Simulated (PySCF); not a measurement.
# Complex of carbon dioxide and fluoride

A gas-phase complex of carbon dioxide and fluoride; charge -1, singlet. The structure comes from a short search (a few tight-binding starts) and was relaxed by PBE0-D3(BJ)/def2-SVPD; another way of binding may lie lower. No frequency run checks that it is a minimum.

Parts: 1 = carbon dioxide (O=C=O), atoms 1–3; 2 = fluoride ([F-]), atoms 4, charge -1.

```csv
atom,part,x (Å),y (Å),z (Å)
O1,1,-1.244,-0.893,0.479
C2,1,-0.093,-0.486,0.516
O3,1,1.017,-0.981,0.630
F4,2,-0.028,0.974,0.392
```

```
contact  kind (by geometry)  distance (Å)  angle (°)
C2···F4        partial bond         1.466          -
```

Interaction energies are complex less parts, with the parts frozen as they stand in it; counterpoise-corrected, in kcal/mol (PySCF). The CCSD(T) estimate is Hartree-Fock/aug-cc-pVTZ, plus the MP2 correlation part extrapolated as X⁻³ from aug-cc-pVDZ and aug-cc-pVTZ, plus CCSD(T) less MP2 in aug-cc-pVDZ; noble-gas cores are frozen. It isn't the exact limit.

Task: Give the interaction energy at each level run.

Result: 
```csv
level,interaction,superposition error removed
Hartree-Fock/aug-cc-pVTZ,-85.20,-
MP2/aug-cc-pVTZ,-62.67,-2.10
"CCSD(T), estimated basis limit",-67.48,-
```

Task: What holds them together? Decompose the MP2/aug-cc-pVTZ energy: frozen parts, their antisymmetrised product, then relaxation.

Result: electrostatic -167.0, Pauli repulsion +246.2, orbital relaxation -164.6, correlation +20.6 kcal/mol, which sum to the value before the counterpoise correction, the first three by Hartree-Fock. Of the attraction, 50 % is electrostatic, 50 % is orbital relaxation.
